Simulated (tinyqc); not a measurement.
Coupled-perturbed Hartree-Fock on RHF in the sto-3g basis, for BH3, spin multiplicity 1, step by step (part 1 of 2). Computed by tinyqc, a small Python program that keeps every step (integrals from PySCF). Settings: charge = 0, multiplicity = 1, basis = sto-3g, method = RHF, energy threshold = 1e-10, iteration cap = 56, orthogonalisation = symmetric, start = atomic densities, DIIS depth = 6. Command: `OMP_NUM_THREADS=1 python tinyqc.py 23238 23239 out.jsonl` (the two numbers bound the seeds that draw the settings). One thread of a shared host (Intel(R) Xeon(R) Processor @ 2.60GHz), about 0.2 s of CPU time with the checks. The early iterations of the SCF are left out here.

## One-electron integrals

Geometry (angstrom):
```
atom          x          y         z
B      0.000000   0.000000  0.032000
H      1.301000   0.000000  0.000000
H     -0.650000   1.127000  0.000000
H     -0.650000  -1.127000  0.000000
```

Basis sto-3g: exponents (1/bohr^2) and contraction coefficients of normalised primitives:
```
element  l (shell)   exponent  coefficient
B            s (1)  48.791113     0.154329
B            s (1)   8.887362     0.535328
B            s (1)   2.405267     0.444635
B            s (2)   2.236956    -0.099967
B            s (2)   0.519821     0.399513
B            s (2)   0.169062     0.700115
B            p (3)   2.236956     0.155916
B            p (3)   0.519821     0.607684
B            p (3)   0.169062     0.391957
H            s (1)   3.425251     0.154329
H            s (1)   0.623914     0.535328
H            s (1)   0.168855     0.444635
```

Overlap, kinetic and nuclear-attraction integrals over the contracted functions; the nuclear repulsion is the sum of Za Zb / Rab.

nuclear repulsion = 6.80382112 hartree

overlap S, order 1B 1s, 1B 2s, 1B 2px, 1B 2py, 1B 2pz, 2H 1s, 3H 1s, 4H 1s:
$$\begin{pmatrix}
1.000000 & 0.269328 & 0.000000 & 0.000000 & 0.000000 & 0.051631 & 0.051630 & 0.051630 \\
0.269328 & 1.000000 & 0.000000 & 0.000000 & 0.000000 & 0.419969 & 0.419964 & 0.419964 \\
0.000000 & 0.000000 & 1.000000 & 0.000000 & 0.000000 & 0.448480 & -0.224064 & -0.224064 \\
0.000000 & 0.000000 & 0.000000 & 1.000000 & 0.000000 & 0.000000 & 0.388492 & -0.388492 \\
0.000000 & 0.000000 & 0.000000 & 0.000000 & 1.000000 & -0.011031 & -0.011031 & -0.011031 \\
0.051631 & 0.419969 & 0.448480 & 0.000000 & -0.011031 & 1.000000 & 0.077548 & 0.077548 \\
0.051630 & 0.419964 & -0.224064 & 0.388492 & -0.011031 & 0.077548 & 1.000000 & 0.077427 \\
0.051630 & 0.419964 & -0.224064 & -0.388492 & -0.011031 & 0.077548 & 0.077427 & 1.000000
\end{pmatrix}$$

kinetic energy T (hartree), order 1B 1s, 1B 2s, 1B 2px, 1B 2py, 1B 2pz, 2H 1s, 3H 1s, 4H 1s:
$$\begin{pmatrix}
10.826302 & -0.047967 & 0.000000 & 0.000000 & 0.000000 & -0.013846 & -0.013846 & -0.013846 \\
-0.047967 & 0.359168 & 0.000000 & 0.000000 & 0.000000 & 0.063114 & 0.063112 & 0.063112 \\
0.000000 & 0.000000 & 1.123881 & 0.000000 & 0.000000 & 0.177228 & -0.088543 & -0.088543 \\
0.000000 & 0.000000 & 0.000000 & 1.123881 & 0.000000 & 0.000000 & 0.153520 & -0.153520 \\
0.000000 & 0.000000 & 0.000000 & 0.000000 & 1.123881 & -0.004359 & -0.004359 & -0.004359 \\
-0.013846 & 0.063114 & 0.177228 & 0.000000 & -0.004359 & 0.760032 & -0.011475 & -0.011475 \\
-0.013846 & 0.063112 & -0.088543 & 0.153520 & -0.004359 & -0.011475 & 0.760032 & -0.011475 \\
-0.013846 & 0.063112 & -0.088543 & -0.153520 & -0.004359 & -0.011475 & -0.011475 & 0.760032
\end{pmatrix}$$

nuclear attraction V (hartree), order 1B 1s, 1B 2s, 1B 2px, 1B 2py, 1B 2pz, 2H 1s, 3H 1s, 4H 1s:
$$\begin{pmatrix}
-24.367252 & -3.467906 & -0.000012 & 0.000000 & 0.001146 & -0.667468 & -0.667450 & -0.667450 \\
-3.467906 & -4.963506 & -0.000112 & 0.000000 & 0.010486 & -1.777824 & -1.777756 & -1.777756 \\
-0.000012 & -0.000112 & -4.984027 & 0.000000 & 0.000002 & -1.785948 & 0.892213 & 0.892213 \\
0.000000 & 0.000000 & 0.000000 & -4.984185 & 0.000000 & 0.000000 & -1.547027 & 1.547027 \\
0.001146 & 0.010486 & 0.000002 & 0.000000 & -4.830495 & 0.045780 & 0.045777 & 0.045777 \\
-0.667468 & -1.777824 & -1.785948 & 0.000000 & 0.045780 & -3.710564 & -0.315368 & -0.315368 \\
-0.667450 & -1.777756 & 0.892213 & -1.547027 & 0.045777 & -0.315368 & -3.710456 & -0.314934 \\
-0.667450 & -1.777756 & 0.892213 & 1.547027 & 0.045777 & -0.315368 & -0.314934 & -3.710456
\end{pmatrix}$$

core Hamiltonian H = T + V (hartree), order 1B 1s, 1B 2s, 1B 2px, 1B 2py, 1B 2pz, 2H 1s, 3H 1s, 4H 1s:
$$\begin{pmatrix}
-13.540950 & -3.515873 & -0.000012 & 0.000000 & 0.001146 & -0.681314 & -0.681296 & -0.681296 \\
-3.515873 & -4.604338 & -0.000112 & 0.000000 & 0.010486 & -1.714710 & -1.714644 & -1.714644 \\
-0.000012 & -0.000112 & -3.860147 & 0.000000 & 0.000002 & -1.608719 & 0.803670 & 0.803670 \\
0.000000 & 0.000000 & 0.000000 & -3.860304 & 0.000000 & 0.000000 & -1.393507 & 1.393507 \\
0.001146 & 0.010486 & 0.000002 & 0.000000 & -3.706614 & 0.041421 & 0.041418 & 0.041418 \\
-0.681314 & -1.714710 & -1.608719 & 0.000000 & 0.041421 & -2.950532 & -0.326843 & -0.326843 \\
-0.681296 & -1.714644 & 0.803670 & -1.393507 & 0.041418 & -0.326843 & -2.950424 & -0.326408 \\
-0.681296 & -1.714644 & 0.803670 & 1.393507 & 0.041418 & -0.326843 & -0.326408 & -2.950424
\end{pmatrix}$$

## Two-electron integrals

Functions are numbered as in S; the eight-fold symmetry (ij|kl) = (ji|kl) = (kl|ij) leaves the list below.

Two-electron integrals (ij|kl) in chemists' order, unique and non-zero (hartree):
```
(11|11) 2.923513    (21|11) 0.518376    (21|21) 0.109262    (22|11) 0.744229
(22|21) 0.193177    (22|22) 0.544804    (31|31) 0.020264    (32|31) 0.029996
(32|32) 0.120346    (33|11) 0.742491    (33|21) 0.193240    (33|22) 0.544682
(33|33) 0.586773    (41|41) 0.020264    (42|41) 0.029996    (42|42) 0.120346
(43|43) 0.031630    (44|11) 0.742491    (44|21) 0.193240    (44|22) 0.544682
(44|33) 0.523513    (44|44) 0.586773    (51|51) 0.020264    (52|51) 0.029996
(52|52) 0.120346    (53|53) 0.031630    (54|54) 0.031630    (55|11) 0.742491
(55|21) 0.193240    (55|22) 0.544682    (55|33) 0.523513    (55|44) 0.523513
(55|55) 0.586773    (61|11) 0.098934    (61|21) 0.020789    (61|22) 0.036903
(61|31) 0.001499    (61|32) 0.002768    (61|33) 0.037280    (61|44) 0.036724
(61|51) -0.000037   (61|52) -0.000068   (61|53) -0.000014   (61|55) 0.036725
(61|61) 0.004080    (62|11) 0.241734    (62|21) 0.063740    (62|22) 0.198126
(62|31) 0.007014    (62|32) 0.042946    (62|33) 0.209319    (62|44) 0.192431
(62|51) -0.000173   (62|52) -0.001056   (62|53) -0.000415   (62|55) 0.192441
(62|61) 0.012952    (62|62) 0.099859    (63|11) 0.227422    (63|21) 0.060756
(63|22) 0.199300    (63|31) 0.012105    (63|32) 0.069147    (63|33) 0.220237
(63|44) 0.188720    (63|51) -0.000142   (63|52) -0.000970   (63|53) -0.000579
(63|55) 0.188730    (63|61) 0.012938    (63|62) 0.117574    (63|63) 0.146538
(64|41) 0.006340    (64|42) 0.029726    (64|43) 0.007989    (64|54) -0.000197
(64|64) 0.010918    (65|11) -0.005594   (65|21) -0.001494   (65|22) -0.004902
(65|31) -0.000142   (65|32) -0.000970   (65|33) -0.005024   (65|44) -0.004642
(65|51) 0.006343    (65|52) 0.029749    (65|53) 0.007999    (65|55) -0.005035
(65|61) -0.000318   (65|62) -0.002892   (65|63) -0.003336   (65|65) 0.011000
(66|11) 0.402448    (66|21) 0.108085    (66|22) 0.380297    (66|31) 0.014323
(66|32) 0.116660    (66|33) 0.424865    (66|44) 0.357769    (66|51) -0.000352
(66|52) -0.002869   (66|53) -0.001650   (66|55) 0.357809    (66|61) 0.022370
(66|62) 0.245954    (66|63) 0.314535    (66|65) -0.007736   (66|66) 0.774606
(71|11) 0.098932    (71|21) 0.020789    (71|22) 0.036902    (71|31) -0.000749
(71|32) -0.001383   (71|33) 0.036862    (71|41) 0.001298    (71|42) 0.002398
(71|43) -0.000241   (71|44) 0.037141    (71|51) -0.000037   (71|52) -0.000068
(71|53) 0.000007    (71|54) -0.000012   (71|55) 0.036724    (71|61) 0.003897
(71|62) 0.011842    (71|63) 0.011035    (71|64) 0.000476    (71|65) -0.000292
(71|66) 0.019969    (71|71) 0.004079    (72|11) 0.241730    (72|21) 0.063739
(72|22) 0.198123    (72|31) -0.003504   (72|32) -0.021456   (72|33) 0.196644
(72|41) 0.006076    (72|42) 0.037201    (72|43) -0.007309   (72|44) 0.205101
(72|51) -0.000173   (72|52) -0.001056   (72|53) 0.000208    (72|54) -0.000360
(72|55) 0.192438    (72|61) 0.011842    (72|62) 0.065502    (72|63) 0.061792
(72|64) 0.007812    (72|65) -0.001853   (72|66) 0.122778    (72|71) 0.012952
(72|72) 0.099856    (73|11) -0.113621   (73|21) -0.030354   (73|22) -0.099571
(73|31) 0.007778    (73|32) 0.039565    (73|33) -0.104207   (73|41) -0.002495
(73|42) -0.017061   (73|43) 0.010280    (73|44) -0.100111   (73|51) 0.000071
(73|52) 0.000484    (73|53) -0.000292   (73|54) 0.000165    (73|55) -0.094290
(73|61) -0.005101   (73|62) -0.024105   (73|63) -0.017362   (73|64) -0.002020
(73|65) 0.000673    (73|66) -0.039808   (73|71) -0.006464   (73|72) -0.058740
(73|73) 0.044769    (74|11) 0.197001    (74|21) 0.052629    (74|22) 0.172642
(74|31) -0.002495   (74|32) -0.017061   (74|33) 0.166837    (74|41) 0.010665
(74|42) 0.059306    (74|43) -0.009817   (74|44) 0.187418    (74|51) -0.000123
(74|52) -0.000840   (74|53) 0.000165    (74|54) -0.000483   (74|55) 0.163485
(74|61) 0.009797    (74|62) 0.057431    (74|63) 0.054051    (74|64) 0.012647
(74|65) -0.001592   (74|66) 0.108212    (74|71) 0.011207    (74|72) 0.101846
(74|73) -0.058693   (74|74) 0.112683    (75|11) -0.005594   (75|21) -0.001494
(75|22) -0.004902   (75|31) 0.000071    (75|32) 0.000484    (75|33) -0.004737
(75|41) -0.000123   (75|42) -0.000840   (75|43) 0.000165    (75|44) -0.004929
(75|51) 0.006343    (75|52) 0.029749    (75|53) -0.003996   (75|54) 0.006929
(75|55) -0.005035   (75|61) -0.000292   (75|62) -0.001852   (75|63) -0.001715
(75|64) -0.000213   (75|65) 0.006539    (75|66) -0.003629   (75|71) -0.000318
(75|72) -0.002892   (75|73) 0.001667    (75|74) -0.002890   (75|75) 0.011000
(76|11) 0.042966    (76|21) 0.011336    (76|22) 0.035712    (76|31) 0.000528
(76|32) 0.003286    (76|33) 0.036045    (76|41) 0.000915    (76|42) 0.005689
(76|43) 0.000308    (76|44) 0.036400    (76|51) -0.000052   (76|52) -0.000323
(76|53) -0.000047   (76|54) -0.000082   (76|55) 0.034659    (76|61) 0.002224
(76|62) 0.015312    (76|63) 0.016729    (76|64) 0.001691    (76|65) -0.000483
(76|66) 0.034014    (76|71) 0.002224    (76|72) 0.015312    (76|73) -0.006893
(76|74) 0.015336    (76|75) -0.000483   (76|76) 0.002987    (77|11) 0.402445
(77|21) 0.108084    (77|22) 0.380295    (77|31) -0.007156   (77|32) -0.058284
(77|33) 0.374515    (77|41) 0.012407    (77|42) 0.101056    (77|43) -0.029038
(77|44) 0.408115    (77|51) -0.000352   (77|52) -0.002869   (77|53) 0.000825
(77|54) -0.001430   (77|55) 0.357807    (77|61) 0.019969    (77|62) 0.122779
(77|63) 0.113628    (77|64) 0.019580    (77|65) -0.003629   (77|66) 0.234563
(77|71) 0.022369    (77|72) 0.245951    (77|73) -0.157143   (77|74) 0.272463
(77|75) -0.007736   (77|76) 0.034014    (77|77) 0.774606    (81|11) 0.098932
(81|21) 0.020789    (81|22) 0.036902    (81|31) -0.000749   (81|32) -0.001383
(81|33) 0.036862    (81|41) -0.001298   (81|42) -0.002398   (81|43) 0.000241
(81|44) 0.037141    (81|51) -0.000037   (81|52) -0.000068   (81|53) 0.000007
(81|54) 0.000012    (81|55) 0.036724    (81|61) 0.003897    (81|62) 0.011842
(81|63) 0.011035    (81|64) -0.000476   (81|65) -0.000292   (81|66) 0.019969
(81|71) 0.003897    (81|72) 0.011841    (81|73) -0.005925   (81|74) 0.009320
(81|75) -0.000292   (81|76) 0.002069    (81|77) 0.019967    (81|81) 0.004079
(82|11) 0.241730    (82|21) 0.063739    (82|22) 0.198123    (82|31) -0.003504
(82|32) -0.021456   (82|33) 0.196644    (82|41) -0.006076   (82|42) -0.037201
(82|43) 0.007309    (82|44) 0.205101    (82|51) -0.000173   (82|52) -0.001056
(82|53) 0.000208    (82|54) 0.000360    (82|55) 0.192438    (82|61) 0.011842
(82|62) 0.065502    (82|63) 0.061792    (82|64) -0.007812   (82|65) -0.001853
(82|66) 0.122778    (82|71) 0.011841    (82|72) 0.065487    (82|73) -0.037619
(82|74) 0.049610    (82|75) -0.001852   (82|76) 0.011063    (82|77) 0.122740
(82|81) 0.012952    (82|82) 0.099856    (83|11) -0.113621   (83|21) -0.030354
(83|22) -0.099571   (83|31) 0.007778    (83|32) 0.039565    (83|33) -0.104207
(83|41) 0.002495    (83|42) 0.017061    (83|43) -0.010280   (83|44) -0.100111
(83|51) 0.000071    (83|52) 0.000484    (83|53) -0.000292   (83|54) -0.000165
(83|55) -0.094290   (83|61) -0.005101   (83|62) -0.024105   (83|63) -0.017362
(83|64) 0.002020    (83|65) 0.000673    (83|66) -0.039808   (83|71) -0.005925
(83|72) -0.037619   (83|73) 0.027619    (83|74) -0.028009   (83|75) 0.001040
(83|76) -0.005013   (83|77) -0.073680   (83|81) -0.006464   (83|82) -0.058740
(83|83) 0.044769    (84|11) -0.197001   (84|21) -0.052629   (84|22) -0.172642
(84|31) 0.002495    (84|32) 0.017061    (84|33) -0.166837   (84|41) 0.010665
(84|42) 0.059306    (84|43) -0.009817   (84|44) -0.187418   (84|51) 0.000123
(84|52) 0.000840    (84|53) -0.000165   (84|54) -0.000483   (84|55) -0.163485
(84|61) -0.009797   (84|62) -0.057431   (84|63) -0.054051   (84|64) 0.012647
(84|65) 0.001592    (84|66) -0.108212   (84|71) -0.009320   (84|72) -0.049610
(84|73) 0.028009    (84|74) -0.032417   (84|75) 0.001379    (84|76) -0.008694
(84|77) -0.088616   (84|81) -0.011207   (84|82) -0.101846   (84|83) 0.058693
(84|84) 0.112683    (85|11) -0.005594   (85|21) -0.001494   (85|22) -0.004902
(85|31) 0.000071    (85|32) 0.000484    (85|33) -0.004737   (85|41) 0.000123
(85|42) 0.000840    (85|43) -0.000165   (85|44) -0.004929   (85|51) 0.006343
(85|52) 0.029749    (85|53) -0.003996   (85|54) -0.006929   (85|55) -0.005035
(85|61) -0.000292   (85|62) -0.001852   (85|63) -0.001715   (85|64) 0.000213
(85|65) 0.006539    (85|66) -0.003629   (85|71) -0.000292   (85|72) -0.001852
(85|73) 0.001040    (85|74) -0.001379   (85|75) 0.006537    (85|76) -0.000339
(85|77) -0.003627   (85|81) -0.000318   (85|82) -0.002892   (85|83) 0.001667
(85|84) 0.002890    (85|85) 0.011000    (86|11) 0.042966    (86|21) 0.011336
(86|22) 0.035712    (86|31) 0.000528    (86|32) 0.003286    (86|33) 0.036045
(86|41) -0.000915   (86|42) -0.005689   (86|43) -0.000308   (86|44) 0.036400
(86|51) -0.000052   (86|52) -0.000323   (86|53) -0.000047   (86|54) 0.000082
(86|55) 0.034659    (86|61) 0.002224    (86|62) 0.015312    (86|63) 0.016729
(86|64) -0.001691   (86|65) -0.000483   (86|66) 0.034014    (86|71) 0.002069
(86|72) 0.011063    (86|73) -0.005013   (86|74) 0.008694    (86|75) -0.000339
(86|76) 0.002285    (86|77) 0.020362    (86|81) 0.002224    (86|82) 0.015312
(86|83) -0.006893   (86|84) -0.015336   (86|85) -0.000483   (86|86) 0.002987
(87|11) 0.042913    (87|21) 0.011322    (87|22) 0.035664    (87|31) -0.001054
(87|32) -0.006555   (87|33) 0.036524    (87|44) 0.035820    (87|51) -0.000052
(87|52) -0.000323   (87|53) 0.000094    (87|55) 0.034613    (87|61) 0.002066
(87|62) 0.011050    (87|63) 0.010025    (87|65) -0.000339   (87|66) 0.020337
(87|71) 0.002221    (87|72) 0.015287    (87|73) -0.009805   (87|74) 0.013624
(87|75) -0.000483   (87|76) 0.002282    (87|77) 0.033953    (87|81) 0.002221
(87|82) 0.015287    (87|83) -0.009805   (87|84) -0.013624   (87|85) -0.000483
(87|86) 0.002282    (87|87) 0.002977    (88|11) 0.402445    (88|21) 0.108084
(88|22) 0.380295    (88|31) -0.007156   (88|32) -0.058284   (88|33) 0.374515
(88|41) -0.012407   (88|42) -0.101056   (88|43) 0.029038    (88|44) 0.408115
(88|51) -0.000352   (88|52) -0.002869   (88|53) 0.000825    (88|54) 0.001430
(88|55) 0.357807    (88|61) 0.019969    (88|62) 0.122779    (88|63) 0.113628
(88|64) -0.019580   (88|65) -0.003629   (88|66) 0.234563    (88|71) 0.019967
(88|72) 0.122740    (88|73) -0.073680   (88|74) 0.088616    (88|75) -0.003627
(88|76) 0.020362    (88|77) 0.234472    (88|81) 0.022369    (88|82) 0.245951
(88|83) -0.157143   (88|84) -0.272463   (88|85) -0.007736   (88|86) 0.034014
(88|87) 0.033953    (88|88) 0.774606
```

## Orthogonalisation

S = U s U^T; symmetric (Loewdin) form X = U s^(-1/2) U^T, so that X^T S X = 1.

eigenvalues of S: [0.315130, 0.410513, 0.410707, 0.959396, 1.001083, 1.511704, 1.512060, 1.879407]

X, order 1B 1s, 1B 2s, 1B 2px, 1B 2py, 1B 2pz, 2H 1s, 3H 1s, 4H 1s:
$$\begin{pmatrix}
1.033093 & -0.174096 & -0.000011 & 0.000000 & 0.000837 & 0.026533 & 0.026529 & 0.026529 \\
-0.174096 & 1.320475 & 0.000093 & 0.000000 & -0.007446 & -0.283932 & -0.283898 & -0.283898 \\
-0.000011 & 0.000093 & 1.160538 & 0.000000 & -0.000002 & -0.304317 & 0.152026 & 0.152026 \\
0.000000 & 0.000000 & 0.000000 & 1.160726 & 0.000000 & 0.000000 & -0.263637 & 0.263637 \\
0.000837 & -0.007446 & -0.000002 & 0.000000 & 1.000190 & 0.007279 & 0.007278 & 0.007278 \\
0.026533 & -0.283932 & -0.304317 & 0.000000 & 0.007279 & 1.201308 & -0.011901 & -0.011901 \\
0.026529 & -0.283898 & 0.152026 & -0.263637 & 0.007278 & -0.011901 & 1.201302 & -0.011968 \\
0.026529 & -0.283898 & 0.152026 & 0.263637 & 0.007278 & -0.011901 & -0.011968 & 1.201302
\end{pmatrix}$$

## Iteration 8 (converged): orbitals

converged F (hartree), order 1B 1s, 1B 2s, 1B 2px, 1B 2py, 1B 2pz, 2H 1s, 3H 1s, 4H 1s:
$$\begin{pmatrix}
-7.419883 & -2.175900 & 0.000000 & 0.000000 & -0.000602 & -0.428566 & -0.428554 & -0.428554 \\
-2.175900 & -1.065368 & -0.000040 & 0.000000 & 0.006276 & -0.495084 & -0.495098 & -0.495098 \\
0.000000 & -0.000040 & -0.144687 & 0.000000 & 0.000002 & -0.374420 & 0.187090 & 0.187090 \\
0.000000 & 0.000000 & 0.000000 & -0.144847 & 0.000000 & 0.000000 & -0.324325 & 0.324325 \\
-0.000602 & 0.006276 & 0.000002 & 0.000000 & 0.243058 & 0.006709 & 0.006708 & 0.006708 \\
-0.428566 & -0.495084 & -0.374420 & 0.000000 & 0.006709 & -0.336704 & -0.109096 & -0.109096 \\
-0.428554 & -0.495098 & 0.187090 & -0.324325 & 0.006708 & -0.109096 & -0.336730 & -0.108966 \\
-0.428554 & -0.495098 & 0.187090 & 0.324325 & 0.006708 & -0.109096 & -0.108966 & -0.336730
\end{pmatrix}$$

Diagonalise F' = X^T F X, C = X C', fill 4 alpha and 4 beta electrons from the bottom; D = 2 C_occ C_occ^T. Each column has its largest component positive (the first on a tie).

F' = X^T F X (hartree):
$$\begin{pmatrix}
-7.226619 & -1.184685 & -0.000016 & 0.000000 & 0.000441 & -0.034641 & -0.034641 & -0.034641 \\
-1.184685 & -0.229731 & 0.000082 & 0.000000 & -0.004841 & -0.356639 & -0.356624 & -0.356624 \\
-0.000016 & 0.000082 & 0.170038 & 0.000000 & -0.000001 & -0.444041 & 0.221873 & 0.221873 \\
0.000000 & 0.000000 & 0.000000 & 0.170176 & 0.000000 & 0.000000 & -0.384644 & 0.384644 \\
0.000441 & -0.004841 & -0.000001 & 0.000000 & 0.243369 & 0.008387 & 0.008386 & 0.008386 \\
-0.034641 & -0.356639 & -0.444041 & 0.000000 & 0.008387 & 0.029305 & -0.030191 & -0.030191 \\
-0.034641 & -0.356624 & 0.221873 & -0.384644 & 0.008386 & -0.030191 & 0.029273 & -0.030276 \\
-0.034641 & -0.356624 & 0.221873 & 0.384644 & 0.008386 & -0.030191 & -0.030276 & 0.029273
\end{pmatrix}$$

orbital energies (hartree): MO1 -7.425231, MO2 -0.630793, MO3 -0.431912, MO4 -0.431773, MO5 0.242844, MO6 0.569044, MO7 0.661269, MO8 0.661636

coefficients C, order 1B 1s, 1B 2s, 1B 2px, 1B 2py, 1B 2pz, 2H 1s, 3H 1s, 4H 1s:
$$\begin{pmatrix}
0.991224 & -0.224887 & 0.000000 & 0.000037 & -0.011786 & -0.257806 & -0.000462 & 0.000000 \\
0.034492 & 0.596584 & 0.000000 & -0.000122 & 0.051429 & 1.286887 & 0.002369 & 0.000000 \\
0.000002 & 0.000061 & 0.000000 & 0.501531 & -0.000006 & -0.001778 & 1.110920 & 0.000000 \\
0.000000 & 0.000000 & 0.501484 & 0.000000 & 0.000000 & 0.000000 & 0.000000 & 1.111219 \\
-0.000118 & -0.004202 & 0.000000 & -0.000001 & 0.998702 & -0.056318 & -0.000092 & 0.000000 \\
-0.005697 & 0.277814 & 0.000000 & 0.531047 & -0.019302 & -0.680971 & -0.891116 & 0.000000 \\
-0.005696 & 0.277804 & 0.459842 & -0.265541 & -0.019320 & -0.683382 & 0.443580 & -0.770754 \\
-0.005696 & 0.277804 & -0.459842 & -0.265541 & -0.019320 & -0.683382 & 0.443580 & 0.770754
\end{pmatrix}$$

D after iteration 8, order 1B 1s, 1B 2s, 1B 2px, 1B 2py, 1B 2pz, 2H 1s, 3H 1s, 4H 1s:
$$\begin{pmatrix}
2.066200 & -0.199949 & 0.000014 & 0.000000 & 0.001656 & -0.136208 & -0.136261 & -0.136261 \\
-0.199949 & 0.714205 & -0.000050 & 0.000000 & -0.005021 & 0.330956 & 0.331139 & 0.331139 \\
0.000014 & -0.000050 & 0.503066 & 0.000000 & -0.000001 & 0.532707 & -0.266320 & -0.266320 \\
0.000000 & 0.000000 & 0.000000 & 0.502972 & 0.000000 & 0.000000 & 0.461206 & -0.461206 \\
0.001656 & -0.005021 & -0.000001 & 0.000000 & 0.000035 & -0.002334 & -0.002333 & -0.002333 \\
-0.136208 & 0.330956 & 0.532707 & 0.000000 & -0.002334 & 0.718449 & -0.127609 & -0.127609 \\
-0.136261 & 0.331139 & -0.266320 & 0.461206 & -0.002333 & -0.127609 & 0.718347 & -0.127470 \\
-0.136261 & 0.331139 & -0.266320 & -0.461206 & -0.002333 & -0.127609 & -0.127470 & 0.718347
\end{pmatrix}$$
